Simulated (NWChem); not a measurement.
System: chloromethane (CH3Cl); SMILES CCl

The following NWChem deck was run.

```
start job
memory heap 200 mb stack 900 mb global 1100 mb
geometry units angstroms noautosym nocenter noautoz
  C      0.000000     0.000000    -1.110906
  Cl     0.000000     0.000000     0.664417
  H      0.732981     0.732981    -1.470125
  H      0.268290    -1.001270    -1.470125
  H     -1.001270     0.268290    -1.470125
end
basis spherical
  * library 6-31g*
end
dft
  xc pbe0
  iterations 150
end
cosmo
  dielec 2.0
end
task dft energy
```

Parts of the log:

```
             Northwest Computational Chemistry Package (NWChem) 7.3.0
             --------------------------------------------------------

                             Geometry "geometry" -> ""
                             -------------------------

 Output coordinates in angstroms (scale by  1.889725989 to convert to a.u.)

  No.       Tag          Charge          X              Y              Z
 ---- ---------------- ---------- -------------- -------------- --------------
    1 C                    6.0000     0.00000000     0.00000000    -1.11090600
    2 Cl                  17.0000     0.00000000     0.00000000     0.66441700
    3 H                    1.0000     0.73298100     0.73298100    -1.47012500
    4 H                    1.0000     0.26829000    -1.00127000    -1.47012500
    5 H                    1.0000    -1.00127000     0.26829000    -1.47012500

 Effective nuclear repulsion energy (a.u.)      51.3434382480

                                 NWChem DFT Module
                                 -----------------

 Summary of "ao basis" -> "ao basis" (spherical)
 ------------------------------------------------------------------------------
       Tag                 Description            Shells   Functions and Types
 ---------------- ------------------------------  ------  ---------------------
 C                           6-31g*                  6       14   3s2p1d
 Cl                          6-31g*                  8       18   4s3p1d
 H                           6-31g*                  2        2   2s

 in cosmo_initialize ...

 solvent parameters
 solvname_short: unkn
 solvname_long:  unknown
 dielec:        2.0000

          ---------------
          -cosmo- solvent
          ---------------
 Cosmo: York-Karplus, doi: 10.1021/jp992097l
 dielectric constant -eps-     =   2.00
 screen = (eps-1)/(eps    )    =   0.50000
 surface charge correction     = lagrangian

   van der Waals surface
 --------------------------

[...]

                                   COSMO solvation results
                                   -----------------------

                 gas phase energy =      -499.884537617464
                 sol phase energy =      -499.886703047125
 (electrostatic) solvation energy =         0.002165429661 (    1.36 kcal/mol)

                       DFT Final Molecular Orbital Analysis
                       ------------------------------------

 Vector   11  Occ=2.000000D+00  E=-4.305928D-01
              MO Center= -2.6D-05, -2.6D-05,  2.7D-02, r^2= 2.0D+00
   Bfn.  Coefficient  Atom+Function         Bfn.  Coefficient  Atom+Function
  ----- ------------  ---------------      ----- ------------  ---------------
    23      0.568541  2 Cl pz                 5     -0.361949  1 C  pz
    19     -0.225141  2 Cl pz                 9     -0.199247  1 C  pz
    24      0.198286  2 Cl s                 27      0.183562  2 Cl pz
    20      0.134609  2 Cl s                 33      0.077755  3 H  s
    35      0.077812  4 H  s                 37      0.077812  5 H  s

 Vector   12  Occ=2.000000D+00  E=-3.114906D-01
              MO Center= -3.1D-02, -3.1D-02,  3.9D-01, r^2= 1.7D+00
   Bfn.  Coefficient  Atom+Function         Bfn.  Coefficient  Atom+Function
  ----- ------------  ---------------      ----- ------------  ---------------
    21      0.488646  2 Cl px                22     -0.488646  2 Cl py
    25      0.283667  2 Cl px                26     -0.283667  2 Cl py
    17     -0.190302  2 Cl px                18      0.190302  2 Cl py
    36     -0.129187  4 H  s                 38      0.129187  5 H  s
     3     -0.120056  1 C  px                 4      0.120056  1 C  py

 Vector   13  Occ=2.000000D+00  E=-3.114798D-01
              MO Center=  3.1D-02,  3.1D-02,  3.9D-01, r^2= 1.7D+00
   Bfn.  Coefficient  Atom+Function         Bfn.  Coefficient  Atom+Function
  ----- ------------  ---------------      ----- ------------  ---------------
    21      0.488642  2 Cl px                22      0.488642  2 Cl py
    25      0.283660  2 Cl px                26      0.283660  2 Cl py
    17     -0.190300  2 Cl px                18     -0.190299  2 Cl py
    34     -0.149203  3 H  s                 33     -0.133749  3 H  s
     3     -0.120070  1 C  px                 4     -0.120070  1 C  py

 Vector   14  Occ=0.000000D+00  E= 4.374642D-02
              MO Center=  1.8D-05,  1.8D-05, -1.3D-01, r^2= 2.8D+00
   Bfn.  Coefficient  Atom+Function         Bfn.  Coefficient  Atom+Function
  ----- ------------  ---------------      ----- ------------  ---------------
     6      1.353707  1 C  s                 27      0.939979  2 Cl pz
     9      0.772343  1 C  pz                24     -0.734591  2 Cl s
    23      0.438357  2 Cl pz                 5      0.386468  1 C  pz
    34     -0.232956  3 H  s                 36     -0.232861  4 H  s
    38     -0.232861  5 H  s                 20     -0.198679  2 Cl s

 Vector   15  Occ=0.000000D+00  E= 1.274089D-01
              MO Center= -1.0D-03, -1.0D-03, -1.4D+00, r^2= 3.3D+00
   Bfn.  Coefficient  Atom+Function         Bfn.  Coefficient  Atom+Function
  ----- ------------  ---------------      ----- ------------  ---------------
     6      1.996437  1 C  s                 34     -1.087899  3 H  s
    36     -1.090611  4 H  s                 38     -1.090611  5 H  s
     9     -0.761294  1 C  pz                 5     -0.289492  1 C  pz
    20      0.289465  2 Cl s                 27     -0.140101  2 Cl pz
    23     -0.137060  2 Cl pz                 2      0.120713  1 C  s

[...]
```

Level: PBE0/6-31G* (spherical d), COSMO on the gas-phase geometry. The geometry was optimised at PBE0/def2-SVP. COSMO prints the solvation energy as gas minus solution, so a positive value is a stabilisation.
